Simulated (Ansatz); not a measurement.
# CH4B+ (triplet): wave-function methods side by side, cc-pVDZ

Aim: climb from Hartree-Fock through coupled cluster and multireference methods for CH4B+ (triplet) at one geometry and basis, and see what each rung misses.

The runs use Ansatz 0.2.0, Gaussian basis; cc-pVDZ, core rule «outside noble gas», up to 2 orbitals frozen.

To be run: UHF; CCSD(T) on ROHF; CCSD(T) on UHF; BCCD(T) on ROHF; CISD as a restricted active space (open shells left free, so some higher excitations enter); CCSDT(Q) on ROHF; CCSDT(Q) on UHF; CASSCF and NEVPT2, 10 electrons in 10 orbitals.

19 further runs of the same task are left out: 10 that didn't finish, 9 set aside as unsound or not needed. Runs told in other sessions of the task aren't counted.

### Step 1. What is computed

The geometry is a PBE0/def2-TZVP stationary point (not a proven minimum) of the parent state, kept for this charge and spin.

6 atoms, charge 1, spin multiplicity 3.

Atoms are counted from 1 here; the program's logs count them from 0.

Bond lengths: B1–C2 1.523 Å, B1–H3 1.197 Å, B1–H4 1.197 Å, C2–H5 1.087 Å, C2–H6 1.087 Å. Angles: C2–B1–H3 120.3°, C2–B1–H4 120.3°, H3–B1–H4 119.4°, B1–C2–H5 123.1°, B1–C2–H6 123.1°, H5–C2–H6 113.9°.

### Step 2. UHF

in.yaml

```yaml
crystal:
  periodic: [false, false, false]
  atoms:
    - {symbol: B, position_ang: [0.000000, 0.000000, 0.794931]}
    - {symbol: C, position_ang: [0.000000, 0.000000, -0.728406]}
    - {symbol: H, position_ang: [0.072011, 1.031163, 1.398445]}
    - {symbol: H, position_ang: [-0.072010, -1.031163, 1.398445]}
    - {symbol: H, position_ang: [-0.081830, 0.907428, -1.321721]}
    - {symbol: H, position_ang: [0.081830, -0.907428, -1.321721]}
basis:
  gaussian: {orbitals: cc-pVDZ}
total_charge: 1
magnetization: {spin_polarized: true, initial_magnetization: 2}
hamiltonian: {xc: hf}
output: {orbitals: {seedname: orbitals}}
```

Started as:

```console
ansatz run in.yaml --threads 1 --pin off --events-out ev --progress --plain --max-ram 2393MiB
```

After this run come: CCSD(T) on ROHF; CCSD(T) on UHF; BCCD(T) on ROHF; CISD as a restricted active space (open shells left free, so some higher excitations enter); CCSDT(Q) on ROHF; CCSDT(Q) on UHF; CASSCF and NEVPT2, 10 electrons in 10 orbitals.

Before running them: what should the planned runs give, taken together? Wanted: UCCSDT(Q) from the RHF energy; RMP2 from UCCSDT(Q); UMP2 from UCCSDT(Q); RCCSD from UCCSDT(Q); RCCSD(T) from UCCSDT(Q); UCCSD(T) from UCCSDT(Q); RCCSDT(Q) from UCCSDT(Q); T1 diagnostic.

The runs gave:

| quantity | value |
| --- | --- |
| UCCSDT(Q) from the ROHF energy | -6.4153 eV |
| RMP2 from UCCSDT(Q) | +113.2 kJ/mol |
| UMP2 from UCCSDT(Q) | +118.2 kJ/mol |
| RCCSD from UCCSDT(Q) | +22.0 kJ/mol |
| RCCSD(T) from UCCSDT(Q) | +4.5 kJ/mol |
| UCCSD(T) from UCCSDT(Q) | +4.6 kJ/mol |
| RCCSDT(Q) from UCCSDT(Q) | +0.2 kJ/mol |
| levels within 1 kcal/mol (43 meV) | RCCSDT, UCCSDT, RCCSDT(Q) |
| T1 diagnostic | 0.031 |

What this shows: RCCSD(T) misses by +4.5 kJ/mol, 0.7 % of the correlation energy. Coupled cluster took another determinant than the lowest Hartree-Fock one. These misses are within one basis, not against nature; the frozen cores of restricted and unrestricted runs differ, which can shift their rows.

With open shells the CI space here admits some higher excitations, so it is larger than plain CISD.
